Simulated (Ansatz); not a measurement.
Osmium (hcp) across density functionals

All rows: Ansatz, plane waves with scalar-relativistic PAW, 420 eV (500 eV for the SCAN forms), relaxed under each functional, no dispersion correction, no zero-point motion. B₀ comes from uniform scaling at fixed shape; a dash is a value not given.

The measured cell (COD entry 9008510) has a = 2.735 Å, c = 4.319 Å (c/a = 1.579), 13.99 Å³/atom.

```json
{"functional": "PBE", "V (Å³/atom)": "14.28", "cell": "a = 2.756 Å, c = 4.343 Å (c/a = 1.576)", "B₀ (GPa)": "397", "magnetic state": "spin not included"}
{"functional": "r²SCAN", "V (Å³/atom)": "14.02", "cell": "a = 2.739 Å, c = 4.314 Å (c/a = 1.575)", "B₀ (GPa)": "428", "magnetic state": "spin not included"}
{"functional": "PBEsol", "V (Å³/atom)": "13.89", "cell": "a = 2.730 Å, c = 4.305 Å (c/a = 1.577)", "B₀ (GPa)": "432", "magnetic state": "spin not included"}
{"functional": "LDA", "V (Å³/atom)": "13.70", "cell": "a = 2.718 Å, c = 4.284 Å (c/a = 1.577)", "B₀ (GPa)": "448", "magnetic state": "spin not included"}
{"functional": "revPBE", "V (Å³/atom)": "14.39", "cell": "a = 2.763 Å, c = 4.353 Å (c/a = 1.576)", "B₀ (GPa)": "387", "magnetic state": "spin not included"}
{"functional": "RPBE", "V (Å³/atom)": "14.43", "cell": "a = 2.765 Å, c = 4.357 Å (c/a = 1.575)", "B₀ (GPa)": "383", "magnetic state": "spin not included"}
{"functional": "BLYP", "V (Å³/atom)": "14.91", "cell": "a = 2.798 Å, c = 4.398 Å (c/a = 1.572)", "B₀ (GPa)": "345", "magnetic state": "spin not included"}
```

LDA gives the smallest volume and BLYP the largest.
